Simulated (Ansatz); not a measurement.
```xyz
7

N     0.5971   -0.1240    0.6530
C    -0.1445    0.1884   -0.4955
F    -1.4806   -0.2451   -0.4417
H     0.2376    0.3225    1.4848
H     0.6780   -1.1190    0.8082
H    -0.1826    1.2703   -0.6376
H     0.2950   -0.2931   -1.3713
```

Charge 0, multiplicity 1.

(1) List the PBE/def2-TZVPP orbital energies in eV (Ansatz). (Best estimate.)

## Answers

(1) Ansatz gave: Occupied: -659.14, -380.53, -271.31, -29.27, -22.51, -16.43, -13.19, -12.20, -11.62, -10.50, -8.44, -7.70, -6.40. Lowest empty: 0.33, 1.50, 1.55, 2.16, 3.05, 4.30, 5.61, 6.73.
